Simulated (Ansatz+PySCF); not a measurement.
Values are calculated unless marked as measured or tabulated.
## Ansatz (development build ahead of 0.2.0) run

```yaml
crystal:
  periodic: [false, false, false]
  atoms:
    - { symbol: O, position_ang: [0.0, 0.0, -2.13889] }
    - { symbol: O, position_ang: [0.0, 0.0, 2.13889] }
    - { symbol: B, position_ang: [30.0, 0.0, -0.75141] }
    - { symbol: H, position_ang: [30.0, 0.0, 3.75707] }
basis:
  gaussian: { orbitals: "6-31G" }
magnetization:
  initial_magnetization: 2
hamiltonian:
  xc: hf
correlation:
  method: mp2
  frozen_orbitals: { B: 1, H: 0, O: 1 }
scf:
  omitted_lower_state_checks: [stability, starts, atomic_configurations, cluster_reference, orbital_swaps, given_window_search, neighbouring_geometries, increment]
```

The input is written out in the form of the current development build from the run's settings. Correlation on restricted open-shell orbitals is semicanonical, with singles.

Results

```
Converged                                                          : yes
Reference energy                                                   : -174.32945 hartree
Correlation energy                                                 : -0.15622 hartree
Total energy                                                       : -174.48567 hartree
Spin squared of the determinant                                    : 2.000
Occupied orbitals by symmetry in an Abelian subgroup (alpha; beta) : 11 A' 1 A''; 9 A' 1 A''
```

Caution: large amplitudes, a single reference is doubtful; an unrestricted determinant lies well below.
